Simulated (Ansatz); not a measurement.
Input for Ansatz (a quantum-chemistry and plane-wave program): U-wB97M-V/def2-TZVPP on H3Si (SMILES [SiH3]), 2S+1 = 2, atoms moved off the minimum.

Ansatz 0.2 input:
```yaml
crystal:
  periodic: [false, false, false]
  atoms:
    - {symbol: Si, position_ang: [0.02780963, 0.13291251, 0.09549939]}
    - {symbol: H, position_ang: [-0.56761187, 1.33567751, -0.38927823]}
    - {symbol: H, position_ang: [1.40102891, -0.10098132, -0.39641440]}
    - {symbol: H, position_ang: [-0.78830493, -1.09181371, -0.30498191]}
basis:
  gaussian:
    orbitals: def2-TZVPP
hamiltonian:
  xc: {name: wB97M-V}
magnetization: {spin_polarized: true, initial_magnetization: 1}
output: {forces: true}
```

The log:

```
WARN ansatz: RAYON_NUM_THREADS=1 ignored (pool sized by the plan → 1); use --threads N
Functional definition: wB97M-V
integrals: 0.02 GiB planned
468 factors; their error is unknown
integrals: 0.05 GiB planned
115 factors; integrals over basis functions are off by at most 1.6e-5 eV
mean field: 0.31 GiB planned
mean field evaluation 1: about -7923.6255 eV, gradient 5.0e0 eV
mean field evaluation 2: about -7923.8042 eV, gradient 1.2e0 eV
mean field evaluation 4: about -7923.8214 eV, gradient 1.1e-1 eV
mean field evaluation 8: about -7923.8283 eV, gradient 1.8e-2 eV
mean field -7923.82834849 eV, -291.1953208434 hartree, gradient 2.7e-5 eV, S^2 0.751142; 0 other end points of the search recorded, 0 dependent functions left out
the calculation of the forces begins
reference -7923.82838685 eV, -291.1953222530 hartree; 9, 8 occupied and 75, 76 virtual orbitals, 468 factors
Total energy: -7923.82838685 eV, -291.1953222530 hartree
Atom 0 at     0.027810     0.132913     0.095499 Å, force     0.017985    -1.732960     0.097804 eV/Å
Atom 1 at    -0.567612     1.335678    -0.389278 Å, force    -0.354578     0.867779    -0.379642 eV/Å
Atom 2 at     1.401029    -0.100981    -0.396414 Å, force     0.048316     0.197296     0.016736 eV/Å
Atom 3 at    -0.788305    -1.091814    -0.304982 Å, force     0.288277     0.667886     0.265102 eV/Å
Dipole moment:     0.002809     0.047825     0.037354 e Å
```

The run converged.

Cost: roughly 2.2 core-seconds.
